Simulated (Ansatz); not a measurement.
Process, species as SMILES: F (HF) → [F-] + H+
B3LYP-D3(BJ)/def2-TZVP geometries, fixed; electronic energies without zero-point terms.

Basis-set convergence of the deprotonation energy at B3LYP with Ansatz (a quantum-chemistry and plane-wave program). Cartesian d functions, on some or all atoms, in 6-31G*, 6-31G**, 6-31+G*; all else is spherical. The program fits the integrals of some runs and decomposes those of others, by size. No added dispersion term, no relativity. Functions are those of the species that has most. Reference: the value in aug-cc-pV5Z, 373.32 kcal/mol, itself unsure by roughly 0.08 kcal/mol (its mean distance from aug-pcseg-3, aug-cc-pVQZ, def2-QZVPPD). Deviations are taken from unrounded values.

```json
[
 {"basis": "3-21G", "functions": "11", "deprotonation energy (kcal/mol)": "446.00", "minus reference (kcal/mol)": "72.67"},
 {"basis": "6-31G", "functions": "11", "deprotonation energy (kcal/mol)": "407.87", "minus reference (kcal/mol)": "34.55"},
 {"basis": "6-31G*", "functions": "17", "deprotonation energy (kcal/mol)": "417.92", "minus reference (kcal/mol)": "44.60"},
 {"basis": "6-31G**", "functions": "20", "deprotonation energy (kcal/mol)": "422.55", "minus reference (kcal/mol)": "49.23"},
 {"basis": "6-31+G*", "functions": "21", "deprotonation energy (kcal/mol)": "366.15", "minus reference (kcal/mol)": "-7.17"},
 {"basis": "6-311G**", "functions": "24", "deprotonation energy (kcal/mol)": "406.86", "minus reference (kcal/mol)": "33.54"},
 {"basis": "6-311+G**", "functions": "28", "deprotonation energy (kcal/mol)": "372.53", "minus reference (kcal/mol)": "-0.80"},
 {"basis": "6-311++G(2d,2p)", "functions": "37", "deprotonation energy (kcal/mol)": "374.00", "minus reference (kcal/mol)": "0.68"},
 {"basis": "6-311++G(3df,3pd)", "functions": "57", "deprotonation energy (kcal/mol)": "375.43", "minus reference (kcal/mol)": "2.11"}
]
```

Of the sets listed that have larger relatives (same family, alike in diffuse functions), none stays within 0.5 kcal/mol of the reference together with them.
